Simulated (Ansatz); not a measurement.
# AlH₂− (singlet): the correlation ladder at scale of all distances = 1.120, 6-31++G**

Aim: climb from Hartree-Fock through coupled cluster and multireference methods for AlH₂− (singlet) at one geometry and basis, and see what each rung misses.

Program: Ansatz 0.2.0, Gaussian basis. Level of theory: 6-31++G**, core rule «outside noble gas», up to 5 orbitals frozen. These are calculated values, not measurements.

To be run: UHF; CCSD(T) on RHF; CCSD(T) on UHF; BCCD(T) on RHF; CISD; CCSDT(Q) on RHF; CCSDT(Q) on UHF; CCSDTQ on RHF; CASSCF and MRCISD+Q, 2 electrons in 2 orbitals; CASSCF and NEVPT2, 2 electrons in 2 orbitals; CASSCF and MRCISD+Q, 6 electrons in 6 orbitals; CASSCF and NEVPT2, 6 electrons in 6 orbitals; Full CI.

17 further runs of the same task are left out: 1 for a mislabelled method, 12 that didn't finish, 4 set aside as unsound or not needed.

## 1. What is computed

The geometry derives from a PBE0/def2-TZVPD stationary point (not a proven minimum). All distances are scaled together.

3 atoms, charge -1, spin multiplicity 1.

Atoms are counted from 1 here; the program's logs count them from 0.

Bond lengths: Al1–H2 1.900 Å, Al1–H3 1.900 Å. Angles: H2–Al1–H3 93.2°.

## 2. UHF

in.yaml reads:

```yaml
crystal:
  periodic: [false, false, false]
  atoms:
    - {symbol: Al, position_ang: [0.000000, -0.090774, 0.000000]}
    - {symbol: H, position_ang: [0.000000, 1.214967, -1.380827]}
    - {symbol: H, position_ang: [0.000000, 1.214968, 1.380826]}
basis:
  gaussian: {orbitals: "6-31++G**"}
total_charge: -1
magnetization: {spin_polarized: true, initial_magnetization: 0}
hamiltonian: {xc: hf}
output: {orbitals: {seedname: orbitals}}
```

Command:

```sh
> ansatz run in.yaml --threads 1 --pin off --events-out ev --progress --plain --max-ram 2393MiB
```

Further steps of the session: CCSD(T) on RHF; CCSD(T) on UHF; BCCD(T) on RHF; CISD; CCSDT(Q) on RHF; CCSDT(Q) on UHF; CCSDTQ on RHF; CASSCF and MRCISD+Q, 2 electrons in 2 orbitals; CASSCF and NEVPT2, 2 electrons in 2 orbitals; CASSCF and MRCISD+Q, 6 electrons in 6 orbitals; CASSCF and NEVPT2, 6 electrons in 6 orbitals; Full CI.

Q: Predict the results of all the runs planned. Wanted: FCI below the RHF energy; RMP2 from FCI; RCCSD from FCI; RCCSD(T) from FCI; RCCSDT(Q) from FCI; MRCISD+Q pair from FCI; NEVPT2 valence from FCI; MRCISD+Q valence from FCI; T1 diagnostic.

As calculated:

| quantity | value |
| --- | --- |
| FCI below the RHF energy | -2.5981 eV |
| RMP2 from FCI | +707.4 meV |
| RCCSD from FCI | +71.6 meV |
| RCCSD(T) from FCI | +18.5 meV |
| RCCSDT(Q) from FCI | +0.6 meV |
| MRCISD+Q pair from FCI | -26.9 meV |
| NEVPT2 valence from FCI | +480.5 meV |
| MRCISD+Q valence from FCI | +27.4 meV |
| levels within 1 kcal/mol (43 meV) | RCCSD(T), BCCD(T), RCCSDT, RCCSDT(Q), RCCSDTQ, MRCISD+Q pair, MRCISD+Q valence |
| T1 diagnostic | 0.018 |
| effectively unpaired electrons | 0.09 |

RCCSD(T) misses by +18.5 meV, 0.7 % of the correlation energy. MRCISD+Q pair falls below full CI: the +Q correction isn't variational, and the cores differ from full CI's. One determinant dominates. Of the multireference levels listed MRCISD+Q pair comes nearest in total energy (-26.9 meV), which doesn't show that its space is the better one. These misses are within one basis, not against nature.
